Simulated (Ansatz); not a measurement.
A nudged elastic band was laid between two geometries of FH3Si (5 atoms, charge 0, multiplicity 1).

Computed with RKS r2SCAN-D4/def2-SVP in Ansatz 0.2.0.

| Quantity | Value |
| --- | --- |
| movable images | 7 |
| climbing image | yes |
| spring | 5.0 eV/Å² |
| optimiser | quadratic models (default) |
| start path | through a guess of the saddle point |
| force threshold | 0.03 eV/Å |
| iteration limit | 60 |
| end points | relaxed |

Image 0:

```xyz
5
Properties=species:S:1:pos:R:3
Si 0.248 -0.012 0.176
H 0.237 0.007 1.664
H 1.647 0.007 -0.331
F -0.517 1.316 -0.366
H -0.469 -1.213 -0.332
```

Image 8:

```xyz
5
Properties=species:S:1:pos:R:3
Si 0.166 -0.021 -0.775
H 0.851 -0.248 1.166
H 1.424 0.080 0.719
F -0.680 1.333 -0.384
H -0.614 -1.038 0.085
```

Question: What changes between the two ends?

Answer: Bonds broken: Si1–H2, Si1–H3. Bonds formed: H2–H3. FH3Si becomes FHSi + H2.

Question: Give the energies along the band, and the barrier.

Answer: It converged. The highest image is number 6 of 0 to 8, 2.78 eV above the first end and 0.48 eV above the last; the last end lies 2.30 eV above the first. A vibrational analysis at the climbing image gives one clearly imaginary mode, 1103i cm⁻¹: a first-order saddle point. The orbitals stay closed-shell, which can raise the energy where a bond breaks towards radicals; this wasn't checked here.

```tsv
image	path coordinate (Å)	energy (eV)	Si1–H2 (Å)	Si1–H3 (Å)	H2–H3 (Å)
0	0.00	0.00	1.49	1.49	2.44
1	0.22	0.10	1.47	1.49	2.27
2	0.44	0.46	1.45	1.48	2.07
3	0.66	1.08	1.46	1.47	1.86
4	0.88	1.87	1.51	1.46	1.66
5	1.11	2.54	1.59	1.47	1.46
6	1.33	2.78	1.69	1.52	1.25
7	1.63	2.47	1.82	1.66	0.93
8	1.92	2.30	2.07	1.96	0.80
```

Question: What is the geometry of the highest image?

Answer: 
```xyz
5
Properties=species:S:1:pos:R:3
Si 0.256 0.014 -0.452
H 0.581 -0.237 1.187
H 1.500 0.104 0.413
F -0.643 1.376 -0.357
H -0.549 -1.151 0.019
```

Question: What are the harmonic wavenumbers there?

Answer: 1103i, 552, 620, 748, 867, 1067, 1553, 2173, 2234 cm⁻¹.

The run took 99 s on 1 thread of Arm Neoverse V1, with other jobs on the host, peak memory 0.1 GiB.
